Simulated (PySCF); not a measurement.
Consider propiolaldehyde, `C#CC=O` (C3H2O). Optimised structure (Å), atoms numbered from 1:
```
C     1.2121    0.8976    0.4510
C     0.2584    0.2036    0.1689
C    -0.8793   -0.6478   -0.1242
O    -1.4242   -0.7005   -1.1959
H     2.0579    1.5183    0.6880
H    -1.2194   -1.2671    0.7410
```

These are calculated values, ωB97X-D3(BJ)/ma-def2-TZVP in PySCF (grid level 2) at geometries from PBE0-D3(BJ)/def2-SVP. The prefix ma- adds one diffuse s and one diffuse p function on all atoms but H. Thermal corrections: PBE0-D3(BJ)/def2-SVP frequencies, unscaled, ideal gas at 298.15 K and 1 bar, quasi-RRHO entropy.

Task: What are the vertical and the adiabatic ionisation energy for forming the radical cation?

Result: 10.75 eV vertical and 10.58 eV adiabatic, the latter with zero-point energy.

Task: Where does the unpaired spin of the relaxed radical cation sit?

Result: O4 (carbonyl oxygen) 0.94, H (on C3) 0.10, C2 (alkyne carbon) 0.09 (intrinsic atomic orbital populations).

Task: What oxidation potential follows in acetonitrile (IEF-PCM), given that Fc+/Fc comes at 4.54 V absolute with this functional and basis?

Result: In the gas phase ΔG of oxidation is 10.559 eV, and solvation is -23.3 kJ/mol for the parent and -266.3 kJ/mol for the product, so the absolute potential is 8.04 V, or 3.50 V against Fc+/Fc. Fc+/Fc in acetonitrile, 4.54 V, is ωB97X-D3(BJ)/ma-def2-TZVP on PBE0-D3(BJ)/def2-SVP structures with GFN2-xTB thermal terms. Benchmark calculations put it near 5.0 V in acetonitrile and DMSO, so it is about 0.5 V low, and the value against it can read up to that much too high. The solvent is electrostatics only, on gas-phase structures; the absolute scale refers to an electron at rest in vacuum.

Task: How far is −ε(HOMO) from the vertical value by ΔSCF?

Result: −ε(HOMO) = 10.86 eV, which is 0.11 eV above the ΔSCF value.
